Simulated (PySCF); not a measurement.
Two species compared at the same levels of theory.

First species: cyclopentanol, C5H10O.
Z-matrix (Å and degrees, PBE0-D3(BJ)/def2-SVP geometry), rows numbered from 1:
```
O 
C   1  1.4111
C   2  1.5214  1  107.18
C   3  1.5377  2  104.37  1    76.99
C   4  1.5480  3  105.70  2    23.59
C   2  1.5273  1  111.61  3   111.07
H   1  0.9624  2  107.96  3  -170.63
H   2  1.1080  1  110.89  3  -122.78
H   3  1.0996  2  111.28  1   -45.87
H   3  1.1017  2  108.80  1  -164.40
H   4  1.0992  3  110.16  2   -95.47
H   4  1.1002  3  111.67  2   146.07
H   5  1.0997  4  110.10  3  -116.27
H   5  1.1001  4  112.76  3   124.62
H   6  1.1028  2  112.76  1    51.18
H   6  1.1030  2  108.85  1   169.44
```

Second species: 1-pentene, C5H10.
InChI=1S/C5H10/c1-3-5-4-2/h3H,1,4-5H2,2H3

Levels: PBE0/pcSseg-1 for HOMO energy, LUMO energy and HOMO–LUMO gap. Geometries: PBE0-D3(BJ)/def2-SVP. Each species is one conformer at its optimised geometry, gas phase, non-relativistic unless stated. Electronic properties by PySCF.

The conformers computed, where there is a choice (atom-mapped SMILES and torsion angles):
- `[CH2:1]=[CH:2][CH2:3][CH2:4][CH3:5]`: C1–C2–C3–C4 119°, C2–C3–C4–C5 179°

The conformers of `OC1CCCC1` aren't listed.

```tsv
property	column X	column Y
HOMO energy	-7.35 eV	-7.70 eV
LUMO energy	0.45 eV	1.13 eV
HOMO–LUMO gap	7.80 eV	8.83 eV
```

Question: Which column belongs to which species?

Answer: Column X is the second species and column Y the first. The first has 16 atoms and 48 electrons, the second 15 and 40.

Question: How does each property change from the first species to the second?

Answer: HOMO energy +0.35 eV; LUMO energy -0.68 eV; HOMO–LUMO gap -1.03 eV.

